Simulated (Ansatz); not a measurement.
Process, species as SMILES: [N]=O (N-O) → NO+ (singlet, bonded as [N]=O) + e-
B3LYP-D3(BJ)/def2-TZVP geometries, fixed; electronic energies without zero-point terms.

Basis-set convergence of the adiabatic ionisation energy at PBE0 with Ansatz (a quantum-chemistry and plane-wave program). All functions are spherical. The program fits the integrals of some runs and decomposes those of others, by size. Open shells are unrestricted. No added dispersion term, no relativity. Functions are those of the species that has most. Reference: the value in aug-cc-pV5Z, 9.538 eV, itself unsure by roughly 0.002 eV (its mean distance from pcseg-4, aug-pcseg-3, aug-cc-pVQZ). Deviations are taken from unrounded values.

```csv
basis,functions,adiabatic ionisation energy (eV)
cc-pVDZ,28,9.506
aug-cc-pVDZ,46,9.657
def2-SVP,28,9.667
def2-SVPD,43,9.745
pcseg-1,28,9.670
aug-pcseg-1,46,9.660
6-311G**,36,9.551
6-311+G**,44,9.626
cc-pVTZ,60,9.514
aug-cc-pVTZ,92,9.555
pcseg-2,60,9.554
aug-pcseg-2,92,9.560
def2-TZVPP,62,9.529
def2-TZVPPD,77,9.537
cc-pVQZ,110,9.520
aug-cc-pVQZ,160,9.541
def2-QZVPP,114,9.526
def2-QZVPPD,129,9.535
pcseg-3,120,9.537
aug-pcseg-3,170,9.540
cc-pV5Z,182,9.531
aug-cc-pV5Z,254,9.538
```

What the diffuse functions change, pair by pair:
- cc-pVDZ to aug-cc-pVDZ: 18 more functions, deviation -0.032 to 0.119 eV
- def2-SVP to def2-SVPD: 15 more functions, deviation 0.129 to 0.206 eV
- pcseg-1 to aug-pcseg-1: 18 more functions, deviation 0.132 to 0.122 eV
- 6-311G** to 6-311+G**: 8 more functions, deviation 0.013 to 0.088 eV
- cc-pVTZ to aug-cc-pVTZ: 32 more functions, deviation -0.024 to 0.017 eV
- pcseg-2 to aug-pcseg-2: 32 more functions, deviation 0.016 to 0.021 eV
- def2-TZVPP to def2-TZVPPD: 15 more functions, deviation -0.009 to -0.001 eV
- cc-pVQZ to aug-cc-pVQZ: 50 more functions, deviation -0.018 to 0.003 eV
- def2-QZVPP to def2-QZVPPD: 15 more functions, deviation -0.012 to -0.003 eV
- pcseg-3 to aug-pcseg-3: 50 more functions, deviation -0.001 to 0.002 eV
- cc-pV5Z to aug-cc-pV5Z: 72 more functions, deviation -0.007 to 0.000 eV

Leaving out the reference's own pair, they bring the value nearer the reference by more than 0.002 eV in 5 of 10 pairs.
